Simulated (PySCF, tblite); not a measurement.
Dissociation curve of C₂H₂, SMILES C#C. The C1–H4 bond (C1 also carries C; H4 carries nothing else) is varied alone, starting from the PBE0/def2-TZVP optimised geometry.

- GFN2-xTB, 300 K electronic temperature (tblite)
- UCCSD(T) = CCSD(T) on UHF/6-31G, 2 core orbitals frozen run with PySCF

Energies relative to the lowest point of each curve near equilibrium, in mEh; the last columns give the difference from UCCSD(T):

```tsv
R / Å	GFN2-xTB	UCCSD(T)	GFN2-xTB − UCCSD(T)
0.85	45.6	57.0	-11.4
0.90	22.5	30.7	-8.2
0.96	6.9	11.5	-4.6
1.00	1.9	4.4	-2.5
1.02	0.6	2.2	-1.6
1.06	0.0	0.0	0.0
1.09	1.0	0.0	0.9
1.14	4.7	2.6	2.1
1.17	7.9	5.4	2.5
1.25	18.9	15.9	3.0
1.31	28.6	25.8	2.9
1.43	49.9	48.1	1.8
1.59	79.2	79.6	-0.5
1.74	105.3	108.6	-3.3
1.92	133.3	138.9	-5.6
2.12	159.5	164.8	-5.3
2.33	181.3	182.5	-1.2
2.61	202.5	193.4	9.1
2.84	214.3	196.5	17.8
3.18	225.0	198.0	27.1
3.72	231.5	198.5	33.0
```

GFN2-xTB is furthest from UCCSD(T) at 3.72 (33.0 mEh, above); its mean absolute difference over the points is 6.9 mEh.

The unrestricted determinant behind UCCSD(T) is spin-contaminated at 1.59 to 3.72 Å (<S²> up to 1.4, against 0.00 for a pure singlet).
